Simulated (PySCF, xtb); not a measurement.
Bonds broken one at a time in the series C Cl-H. All species are isolated molecules in the gas phase. Strings in code marks are SMILES.

Quantity: homolytic bond dissociation enthalpy at 298 K (no spin–orbit term), in kcal/mol. Enthalpy corrections at 298 K come from GFN2-xTB frequencies (xtb).

A: Cl–C bond of `ClCCl`, giving `[CH2]Cl` and `[Cl]`
B: C–Cl bond of `CCl`, giving `[CH3]` and `[Cl]`
C: Cl–C bond of `ClC(Cl)(Cl)Cl`, giving `Cl[C](Cl)Cl` and `[Cl]`
D: Cl–C bond of `ClC(Cl)Cl`, giving `Cl[CH]Cl` and `[Cl]`

**Question.** Rank these by homolytic bond dissociation enthalpy at 298 K (no spin–orbit term) (lowest first), as TPSSh-D3(BJ)/def2-TZVP // PBE0-D3(BJ)/def2-TZVP (PySCF) gives it.

**Answer.** C (63.7 kcal/mol), D (71.0 kcal/mol), A (76.8 kcal/mol), B (82.2 kcal/mol)
